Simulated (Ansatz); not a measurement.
Ideal-gas functions of `CC(=N)Cl` at 600 K and 1 bar, from an Ansatz frequency run at PBE0-D4/def2-TZVP.

Molar mass 77.51 g/mol, point group Cs (symmetry number 1), electronic degeneracy 1, moments of inertia 51.432, 101.718, 150.029 u Å². Harmonic wavenumbers (cm⁻¹, unscaled): 180, 347, 444, 495, 614, 890, 981, 1058, 1069, 1236, 1398, 1461, 1463, 1783, 3068, 3138, 3175, 3532.

Use S(trans) = R[1.5 ln M + 2.5 ln T − 1.1517]; rotational temperatures θ = 24.2544 K / I; S(rot) = R[ln(√π/σ · √(T³/θAθBθC)) + 1.5]; for each mode x = 1.438777 ν̃/T, S = R[x/(eˣ − 1) − ln(1 − e⁻ˣ)] and H = RT x/(eˣ − 1); 1 cm⁻¹ = 0.0119627 kJ/mol; R = 8.31446 J/(mol·K).

By hand: the entropy, in J/(mol·K).

Translation 177.6. Rotation: θ = 0.4716, 0.2384, 0.1617 K, giving 113.7. Vibration, mode by mode: 15.36, 10.08, 8.18, 7.36, 5.81, 3.43, 2.89, 2.50, 2.45, 1.78, 1.31, 1.16, 1.15, 0.62, 0.04, 0.04, 0.04, 0.02, in all 64.2. Electronic 0.0. Sum 355.5 J/(mol·K).

By hand: H − E and G − E in kJ/mol, counted from the electronic energy.

Zero-point energy ½ × 26332 × 0.0119627 = 157.5; thermal vibration 22.5; translation, rotation and pV give 4 RT = 20.0. H − E = 200.0 kJ/mol, and G − E = 200.0 − 600 × 355.5/1000 = -13.3 kJ/mol.

Vibration gives 18 % of the entropy. The sum counts one conformer and one mirror image; others add a mixing term.
